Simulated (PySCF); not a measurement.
Isomers of C8H10, from PBE0-D3(BJ)/def2-SVP geometry optimisation, gas phase in PySCF. One conformer each, no zero-point energy, no frequencies.

**Question.** Which isomer lies lowest at this level?
A. `[CH3:1][CH2:2][c:3]1[cH:4][cH:5][cH:6][cH:7][cH:8]1` with C1–C2–C3–C4 -89°: A = 4534, B = 1467, C = 1216 MHz, dipole 0.37 D
B. `[CH2:1]=[C:2]1[CH2:3][CH:4]([C:5]#[C:6][CH3:7])[CH2:8]1` with C1–C2–C3–C4 158°, C2–C3–C4–C5 138°, C3–C4–C8–C2 -15°, C1–C2–C8–C4 -158°: A = 8237, B = 844.6, C = 809.9 MHz, dipole 0.66 D
C. `[CH2:1]=[CH:2]/[CH:3]=[CH:4]/[CH:5]=[CH:6]/[CH:7]=[CH2:8]` with C1–C2–C3–C4 180°, C3–C4–C5–C6 180°, C5–C6–C7–C8 180° (octatetraene): A = 19526, B = 569.8, C = 553.7 MHz, dipole 0.00 D
D. 4-methylspiro(2.4)hepta-4,6-diene (`C1C2(C(C)=CC=1)CC2`): A = 2910, B = 2432, C = 1490 MHz, dipole 1.19 D

**Answer.** A. That is `CCC1=CC=CC=C1` (ethylbenzene), 37.8 kcal/mol below the next.

```
         SMILES                                              mapped SMILES      E (Eh)  relative (kcal/mol)  relative (kJ/mol)  dipole (D)
     CCc1ccccc1        [CH3:1][CH2:2][c:3]1[cH:4][cH:5][cH:6][cH:7][cH:8]1  -310.29566                  0.0                0.0        0.37
 CC1=CC=CC12CC2    [CH3:1][C:2]1=[CH:3][CH:4]=[CH:5][C:6]12[CH2:7][CH2:8]2  -310.23546                 37.8              158.1        1.19
C=C/C=C/C=C/C=C  [CH2:1]=[CH:2]/[CH:3]=[CH:4]/[CH:5]=[CH:6]/[CH:7]=[CH2:8]  -310.20766                 55.2              231.1        0.00
 C=C1CC(C#CC)C1    [CH2:1]=[C:2]1[CH2:3][CH:4]([C:5]#[C:6][CH3:7])[CH2:8]1  -310.17254                 77.3              323.3        0.66
```

As drawn, the lowest has an aromatic ring, which the highest lacks; the highest has a four-membered ring, a C≡C bond and a C=C bond outside aromatic rings, which the lowest lacks.
